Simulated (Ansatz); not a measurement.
bcc W was calculated with r²SCAN-D4 (Ansatz, a quantum-chemistry and plane-wave program, plane waves, PAW).

Run with plane-wave cutoff 560 eV, 24×24×24 k mesh, Fermi–Dirac smearing 0.05 eV, no spin polarisation, scalar-relativistic PAW data made under PBE.

Pressure at four volumes; x = ln(V/15.820 Å³). One pressure is withheld.

| V (Å³/atom) | x | P (GPa) |
|---|---|---|
| 14.871 | -0.0619 | 22.72 |
| 15.820 | 0.0000 | 0.01 |
| 16.453 | 0.0392 | -11.77 |
| 16.769 | 0.0583 | ? |

Pass a parabola P(x) through the three rows shown, estimate the bulk modulus and its pressure derivative near zero pressure, and predict the withheld pressure.

Slopes between the rows: (0.01 − (22.72))/(0.0000 − (-0.0619)) = -366.88 and (-11.77 − (0.01))/(0.0392 − (0.0000)) = -300.51 GPa. Their difference over the span 0.1011 is c = 66.37/0.1011 = 656.5 GPa, so P(x) = 22.72 + (-366.88)(x − (-0.0619)) + 656.5 (x − (-0.0619))(x − (0.0000)). At the middle row B = −dP/dx = −[-366.88 + 656.5 × 0.0619] = 326.2 GPa, and B′ = dB/dP = 2c/B = 4.0. At x = 0.0583 the parabola gives -16.78 GPa; the run gives -16.80 GPa. The Birch–Murnaghan fit to the energies at all volumes has B0 = 324 GPa and B′ = 4.0.

Measured, for comparison: bulk modulus 312 GPa (zero-point energy and finite temperature contributions removed, our sources range from 300 to 328; as tabulated in doi:10.1021/acs.jctc.3c00612). Computed (rounded) less measured: bulk modulus +4 % (inside the range of the sources held).

Spin–orbit coupling is not included.
